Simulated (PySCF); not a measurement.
Gas-phase reaction: 3 SiF(OH)3 → SiF3OH + 2 Si(OH)4

Method: PySCF energies plus ideal-gas RRHO corrections (1 bar). † marks an energy on the PBE0/def2-TZVP geometry and frequencies; other levels use their own. MP2 and CCSD(T) freeze the core. 6-31G* has spherical d functions here. All species are closed-shell singlets. B3LYP is the form with VWN-RPA correlation. No R ln 2 is added for the mirror-image form of SiF(OH)3. SiF(OH)3, SiF3OH: computed as isolated molecules; such fragments, hydroxides, amides, oligomers or adducts are transient or little studied in the gas. MP2 isn't extrapolated to the basis-set limit; its ΔH°(298 K) is 8.7 kJ in def2-SVP and 3.9 kJ in def2-TZVPP. CCSD(T) isn't extrapolated to the basis-set limit; its ΔH°(298 K) is 8.9 kJ in def2-SVP and 4.4 kJ in def2-TZVPP. The harmonic model lacks anharmonicity and excited electronic states, which grow with temperature; levels with a mode under 35 cm⁻¹ are left out. Internal rotation in SiF(OH)3, SiF3OH, Si(OH)4 is treated as a harmonic vibration of one conformer, which makes the entropy rough.

```csv
level,"ΔE electronic, kJ","ΔH°(298 K), kJ","ΔS°(298 K), J/K","ΔG°(1600 K), kJ"
B3LYP/def2-TZVP†,6,8,-7,23
BLYP/def2-TZVP†,5,7,-7,22
CCSD(T)/def2-TZVPP†,3,4,-7,19
HF/6-31G*,4,7,-32,65
MP2/def2-TZVPP†,2,4,-7,19
PBE/def2-TZVP†,4,6,-7,21
PBE0/def2-SVP†,10,12,-7,26
PBE0/def2-TZVP,5,7,-7,21
ωB97X-V/def2-TZVP†,5,6,-7,21
```
ΔH° is lowest at MP2/def2-TZVPP† and highest at PBE0/def2-SVP†. No reference value is set beside these.
